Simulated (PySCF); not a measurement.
Reaction (SMILES): C=CCl → C=[C-]Cl + H+
B3LYP-D3(BJ)/def2-TZVP geometries, fixed; electronic energies without zero-point terms.
Largest species:
```xyz
6

C      0.0112     0.7589    -0.0124
C      1.3049     1.0233     0.0034
Cl    -0.6370    -0.8532     0.0042
H     -0.7591     1.5163    -0.0370
H      2.0529     0.2431     0.0280
H      1.6388     2.0524    -0.0084
```

Effect of the SCF energy threshold at PBE/def2-SVP with PySCF, against the last row, where the deprotonation energy is 400.25 kcal/mol. The proton leaves the site shown, which need not be the most acidic.

| setting | SCF cycles, largest species | largest shift of a total energy (mEh) | shift of the deprotonation energy (kcal/mol) |
|---|---|---|---|
| conv_tol: 1e-4 | 6 | 0.049 | 0.030 |
| conv_tol: 1e-5 | 7 | 0.001 | 0.001 |
| conv_tol: 1e-6 | 7 | 0.000 | 0.000 |
| conv_tol: 1e-7 | 8 | 0.000 | 0.000 |
| conv_tol: 1e-11 | 11 | 0.000 | 0.000 |

Within 0.02 kcal/mol in the deprotonation energy: conv_tol: 1e-5; conv_tol: 1e-6; conv_tol: 1e-7. The largest shift is 0.049 mEh in a total energy and 0.030 kcal/mol in the difference.
